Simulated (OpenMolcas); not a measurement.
**One shape, several levels: BHO2 (oxoborinic acid)**

We compute a comparison of 6 runs (HF/STO-3G, HF/3-21G, B3LYP/6-31G*, M06-2X/def2-TZVPP, SVWN5/def2-TZVPP, CCSD(T)/def2-TZVPP) of BHO2 (oxoborinic acid). 

Program for the calculation: OpenMolcas 26.06.

1 further run of the same task is left out (set aside as unsound or not needed).

**1. The structure to begin with**

BHO2: 4 atoms, total charge 0, spin state singlet. As SMILES, `O=BO`. The coordinates come from a PBE0-D4/def2-TZVP relaxation.

Bond lengths: O1–B2 1.210 Å, B2–O3 1.322 Å, O3–H4 0.960 Å. Angles: O1–B2–O3 177.5°, B2–O3–H4 117.0°.

**2. Energy and forces at HF/STO-3G (run 1)**

File mol.xyz:

```xyz
4

O     -1.555100     0.523500     0.428500
B     -0.423900     0.132000     0.248600
O      0.816700    -0.302000     0.108600
H      1.162300    -0.353500    -0.785700
```

File job.input:

```
>>> EXPORT MOLCAS_PRINT=2

&gateway
 baslib
 $CurrDir
 coord
 mol.xyz
 basis
 STO-3G
 group
 NoSym

&seward

&scf
 thresholds
 1e-10 1e-07 1e-07 1e-05
 prorbitals
 1 1

&alaska
```

The basis set STO-3G is read from a file made from the Basis Set Exchange's data (not shown).

Launch:

```
$ export MOLCAS_MEM=1860
$ pymolcas job.input > job.log
```

Log:

```text
--- Start Module: gateway ---
[...]
--- Stop Module: gateway /rc=_RC_ALL_IS_WELL_ ---
[...]
      Basis functions           16
[...]
--- Start Module: scf ---
[...]
       Convergence after  14 Iterations
[...]
::    Total SCF energy                               -172.7021096251
[...]
      Total spin, S                                     0.0000000000
[...]
      Total electronic charge=   22.000000
      Total            charge=   -0.000000
[...]
      Dipole Moment (debye):
      Origin of the operator (angstrom)=   -0.3478    0.1054    0.2394
                   X=  2.0201E+00               Y= -5.8217E-01               Z= -1.7630E+00           Total=  2.7438E+00
      Quadrupole Moment (debye*angstrom):
[...]
--- Stop Module: scf /rc=_RC_ALL_IS_WELL_ ---
--- Start Module: alaska ---
[...]
 *              Molecular gradients               *
 **************************************************
  Irreducible representation: a
 ------------------------------------------------------------------------------------------
                              X                       Y                       Z
 ------------------------------------------------------------------------------------------
  O1               -4.54472291083423E-02    1.58991970032929E-02    5.13475950174280E-03
  B2                5.89609691497093E-02   -2.12048447009695E-02    4.60490691007842E-04
  O3               -1.10850076470186E-02    6.46178574779421E-03   -3.05891131643499E-02
  H4               -2.42873239434016E-03   -1.15613805012865E-03    2.49938629716011E-02
 ------------------------------------------------------------------------------------------
--- Stop Module: alaska /rc=_RC_ALL_IS_WELL_ ---
[...]
```

Run time: 2.7 s. Hardware: 1 thread of Arm Neoverse N1, shared host; peak memory 0.37 GiB.

**3. Energy and gradient at HF/3-21G (run 2)**

File input.xyz:

```xyz
4

O     -1.555100     0.523500     0.428500
B     -0.423900     0.132000     0.248600
O      0.816700    -0.302000     0.108600
H      1.162300    -0.353500    -0.785700
```

File mol.inp:

```
&GATEWAY
 BasLib=$CurrDir
 Coord=input.xyz
 Basis=3-21G
 Group=NoSym

&SEWARD

&SCF
 Thresholds=1e-10 1e-07 1e-07 1e-05
 PrOrbitals=0

&ALASKA
```

The basis set 3-21G is read from a file made from the Basis Set Exchange's data (not shown).

Launch:

```
$ export MOLCAS_MEM=1860
$ pymolcas mol.inp > mol.log
```

Log:

```text
--- Start Module: gateway ---
[...]
--- Stop Module: gateway /rc=_RC_ALL_IS_WELL_ ---
[...]
      Basis functions           29
[...]
--- Start Module: scf ---
[...]
       Convergence after  13 Iterations
[...]
::    Total SCF energy                               -174.1047853793
[...]
      Total spin, S                                     0.0000000000
[...]
      Total electronic charge=   22.000000
      Total            charge=   -0.000000
[...]
      Dipole Moment (debye):
      Origin of the operator (angstrom)=   -0.3478    0.1054    0.2394
                   X=  3.0564E+00               Y= -8.9335E-01               Z= -2.5128E+00           Total=  4.0564E+00
      Quadrupole Moment (debye*angstrom):
[...]
--- Stop Module: scf /rc=_RC_ALL_IS_WELL_ ---
--- Start Module: alaska ---
[...]
 *              Molecular gradients               *
 **************************************************
  Irreducible representation: a
 ------------------------------------------------------------------------------------------
                              X                       Y                       Z
 ------------------------------------------------------------------------------------------
  O1                7.02751967290460E-03   -2.63992938848290E-03    1.44841614706293E-03
  B2                7.04124707474385E-03   -1.55057841943895E-03   -1.20522343260072E-02
  O3               -3.37943177255617E-03    6.52929368599064E-04    6.90964855701526E-03
  H4               -1.06893349751265E-02    3.53757843931998E-03    3.69416962192659E-03
 ------------------------------------------------------------------------------------------
--- Stop Module: alaska /rc=_RC_ALL_IS_WELL_ ---
[...]
```

Wall time 2.8 s (1 thread of Arm Neoverse N1, shared host); peak memory 0.37 GiB.

Runs 3 to 4 aren't shown in full; the table further down has their settings and results.

**4. Energy and forces at SVWN5/def2-TZVPP (run 5)**

File job.inp:

```
>>> EXPORT MOLCAS_PRINT=2

&GATEWAY
  BASLIB
  $CurrDir
  COORD
  4
  angstrom
  O       -1.555100       0.523500       0.428500
  B       -0.423900       0.132000       0.248600
  O        0.816700      -0.302000       0.108600
  H        1.162300      -0.353500      -0.785700
  BASIS
  def2-TZVPP
  GROUP
  NoSym

&SEWARD
  GRIDINPUT
  Grid=UltraFine
  End of Grid

&SCF
  KSDFT
  SVWN5
  THRESHOLDS
  1e-10 1e-07 1e-07 1e-05
  PRORBITALS
  1 1

&ALASKA
```

The basis set def2-TZVPP is read from a file made from the Basis Set Exchange's data (not shown).

Launch:

```
$ export MOLCAS_MEM=1860
$ pymolcas job.inp > job.log
```

Log:

```text
--- Start Module: gateway ---
[...]
--- Stop Module: gateway /rc=_RC_ALL_IS_WELL_ ---
[...]
      Basis functions          107
[...]
--- Start Module: scf ---
[...]
       Convergence after  16 Iterations
[...]
::    Total KS-DFT energy                            -174.7207124969
[...]
      Total spin, S                                     0.0000000000
[...]
      Total electronic charge=   22.000000
      Total            charge=   -0.000000
[...]
      Dipole Moment (debye):
      Origin of the operator (angstrom)=   -0.3478    0.1054    0.2394
                   X=  3.0756E+00               Y= -9.4297E-01               Z= -1.9861E+00           Total=  3.7806E+00
      Quadrupole Moment (debye*angstrom):
[...]
--- Stop Module: scf /rc=_RC_ALL_IS_WELL_ ---
[...]
--- Start Module: alaska ---
[...]
 *              Molecular gradients               *
 **************************************************
  Irreducible representation: a
 ------------------------------------------------------------------------------------------
                              X                       Y                       Z
 ------------------------------------------------------------------------------------------
  O1                7.31923525377987E-03   -2.50401041303405E-03   -1.51744683373778E-03
  B2               -9.08466412936360E-03    3.16022681557060E-03    1.23589801916224E-03
  O3                6.55972148076778E-03   -1.60455953596683E-03   -9.24214200584439E-03
  H4               -4.79429260514141E-03    9.48343133454543E-04    9.52369082040239E-03
 ------------------------------------------------------------------------------------------
--- Stop Module: alaska /rc=_RC_ALL_IS_WELL_ ---
[...]
```

Run time: 41 s. Hardware: 1 thread of Arm Neoverse N1, shared host; peak memory 0.62 GiB.

**5. The energy at CCSD(T)/def2-TZVPP (Cholesky decomposition) (run 6)**

File job.input:

```
* BHO2 CCSD(T)

&GATEWAY
  BASLIB=$CurrDir
  BASISSET
  O.def2-TZVPP....
  O1 -1.555100 0.523500 0.428500 angstrom
  O3 0.816700 -0.302000 0.108600 angstrom
  End of Basis
  BASISSET
  B.def2-TZVPP....
  B2 -0.423900 0.132000 0.248600 angstrom
  End of Basis
  BASISSET
  H.def2-TZVPP....
  H4 1.162300 -0.353500 -0.785700 angstrom
  End of Basis

&SEWARD
  HIGH

&SCF
  THRESHOLDS=1e-10 1e-07 1e-07 1e-05
  PRORBITALS=1

&CHCC
  FROZEN=3
  THRESHOLD=1e-08
  MAXITERATIONS=80

&CHT3
  FROZEN=3
```

The basis set def2-TZVPP is read from a file made from the Basis Set Exchange's data (not shown).

Launch:

```
$ export MOLCAS_MEM=1860
$ pymolcas job.input > job.log
```

Log:

```text
--- Start Module: gateway ---
[...]
--- Stop Module: gateway /rc=_RC_ALL_IS_WELL_ ---
[...]
      Basis functions          107
[...]
       Convergence after  15 Iterations
[...]
::    Total SCF energy                               -175.1609293284
[...]
      Total spin, S                                     0.0000000000
[...]
      Total electronic charge=   22.000000
      Total            charge=   -0.000000
[...]
      Dipole Moment (debye):
      Origin of the operator (angstrom)=   -0.3478    0.1054    0.2394
                   X=  3.4638E+00               Y= -1.0687E+00               Z= -2.1548E+00           Total=  4.2170E+00
      Quadrupole Moment (debye*angstrom):
[...]
--- Start Module: chcc ---
[...]
--- Stop Module: chcc /rc=_RC_ALL_IS_WELL_ ---
[...]
--- Start Module: cht3 ---
[...]
--- Stop Module: cht3 /rc=_RC_ALL_IS_WELL_ ---
[...]
```

Wall time 9.2 min (1 thread of Arm Neoverse N1, shared host); peak memory 0.21 GiB.

**6. Overview of the runs**

```tsv
run	level	integration grid	integral approximation	energy (Eh)	dipole moment (D) of the reference	HOMO energy (eV)	LUMO energy (eV)	wall time
1	HF/STO-3G	–	none	-172.702110	2.74	-9.76	10.45	2.7 s
2	HF/3-21G	–	none	-174.104785	4.06	-12.95	4.88	2.8 s
3	B3LYP/6-31G* (spherical functions)	UltraFine	none	-175.974727	3.72	-8.66	0.37	13 s
4	M06-2X/def2-TZVPP	UltraFine	none	-176.000195	3.93	-11.02	0.09	62 s
5	SVWN5/def2-TZVPP	UltraFine	none	-174.720712	3.78	-8.01	-1.43	41 s
6	CCSD(T)/def2-TZVPP (Cholesky decomposition)	–	CD high	-175.741390	4.22	-13.38	2.02	9.2 min
```

**7. Outcome**

| quantity | value |
| --- | --- |
| run 6: total energy | -175.74139 Eh |
| run 6: dipole moment (mean-field density) | 4.22 D |
| run 6: HOMO energy (Hartree–Fock orbitals) | -13.38 eV |
| run 6: LUMO energy (Hartree–Fock orbitals) | 2.02 eV |
| run 6: HOMO–LUMO gap (Hartree–Fock orbitals) | 15.40 eV |
| run 6: correlation energy (3 core orbitals frozen) | -580.5 mEh |
| run 6: (T) correction | -22.27 mEh |

Over runs 1, 2, 3, 4, 5 the dipole moment (its size) runs from 2.74 D (HF/STO-3G) to 4.06 D (HF/3-21G). Over runs 1, 2, 3, 4, 5 the HOMO–LUMO gap runs from 6.58 eV (SVWN5/def2-TZVPP) to 20.21 eV (HF/STO-3G). The two ends differ in method and basis. Totals of different functionals can't be ranked against each other. In run 1 the basis is minimal, so the values are rough. All runs together took 11 min, the longest 9.2 min.
